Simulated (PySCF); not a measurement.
**SiH under electron impact: the energy ladder**

PBE0 in PySCF with def2-TZVP on every atom, for the lowest determinant that a PBE0 search found; no spin–orbit coupling.

```csv
species,state (unpaired electrons),Re (Å),ωe (cm⁻¹),energy of the minimum from the neutral (eV),De (eV),dissociates to
SiH,doublet (π ↑),1.532,2025,0.00,3.09,Si + H
SiH⁺,singlet (closed shell),1.518,2128,8.07,3.24,Si⁺ + H
```

Problem. Work out the lowest energy to break SiH into atoms, from its vibrational ground state.

Solution. D0 = De − ωe/2 = 3.09 − 0.13 = 2.96 eV (PBE0/def2-TZVP).

Problem. Work out the ionisation energy of the Si atom at this level and the threshold of dissociative ionisation.

Solution. IE(Si) = 8.07 + 3.24 − 3.09 = 8.22 eV, so Si⁺ + H + e⁻ appears at D0 + IE(Si) = 11.18 eV (PBE0/def2-TZVP). The measured IE(Si) is 8.152 eV (NIST ASD).

These are thermodynamic thresholds; the onsets seen under electron impact lie higher where the geometry changes, and cross-sections peak well above them.

For an ion De counts to the pair picked by the measured ionisation energies or electron affinities, which need not be the lowest pair at this level. States were picked by a PBE0 search and need not be the measured ground states.
